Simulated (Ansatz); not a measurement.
One starting cell of CdTe (a generated cell, CdTe built in the zincblende structure type) was relaxed twice with Ansatz (plane waves, PAW, scalar-relativistic): with r2SCAN at 500 eV and with PBE at 420 eV. The r2SCAN result:

```cif
data_CdTe
_chemical_formula_sum 'Te1 Cd1'
_space_group_name_H-M_alt 'P 1'
_space_group_IT_number 1
_cell_length_a 4.63655
_cell_length_b 4.63655
_cell_length_c 4.63655
_cell_angle_alpha 60.000
_cell_angle_beta 60.000
_cell_angle_gamma 60.000
loop_
_space_group_symop_operation_xyz
  'x, y, z'
loop_
_atom_site_label
_atom_site_type_symbol
_atom_site_fract_x
_atom_site_fract_y
_atom_site_fract_z
_atom_site_occupancy
Te1 Te 0.75000 0.75000 0.75000 1
Cd1 Cd 0.00000 0.00000 0.00000 1
```

```json
[
 {"quantity": "space group", "r2SCAN": "F-43m", "PBE": "F-43m"},
 {"quantity": "volume (Å³/atom)", "r2SCAN": "35.24", "PBE": "?"},
 {"quantity": "a (Å)", "r2SCAN": "6.557", "PBE": "?"},
 {"quantity": "gap (eV, no spin-orbit coupling)", "r2SCAN": "1.17", "PBE": "?"},
 {"quantity": "highest phonon at the sampled q (cm⁻¹)", "r2SCAN": "145", "PBE": "?"},
 {"quantity": "softest mode (cm⁻¹)", "r2SCAN": "no imaginary mode", "PBE": "?"}
]
```

Problem. What does PBE give for the same quantities?

Solution. 
- volume (Å³/atom), PBE: 36.25
- a (Å), PBE: 6.619
- gap (eV, no spin-orbit coupling), PBE: 0.58
- highest phonon at the sampled q (cm⁻¹), PBE: 135
- softest mode (cm⁻¹), PBE: no imaginary mode

Both levels end in the same structure; PBE's volume is 2.9 % larger; its gap is 0.59 eV smaller. Neither column is exact.

No spin polarisation in the result. Spin-orbit coupling is missing; with elements this heavy it can move band edges by tenths of an eV or more.

Measured for CdTe: a 6.48 Å (room temperature; as listed in M J Lucero, T M Henderson, G E Scuseria, Journal of Physics Condensed Matter (2012)); gap 1.6 eV (0 K or low temperature; as listed in arXiv:1206.3780). Computed minus measured — a: r2SCAN +1.2 %, PBE +2.1 %; gap: r2SCAN -0.43 eV, PBE -1.02 eV. The computed values are for a static lattice, and a measured gap can be an optical one, lowered by exciton binding.

The run could not lose the symmetry of its start; a randomly shaken copy of 2 atoms returns to this structure.

All atoms sit on sites fixed by symmetry, so only the cell could relax.

Ansatz is a first-principles code.
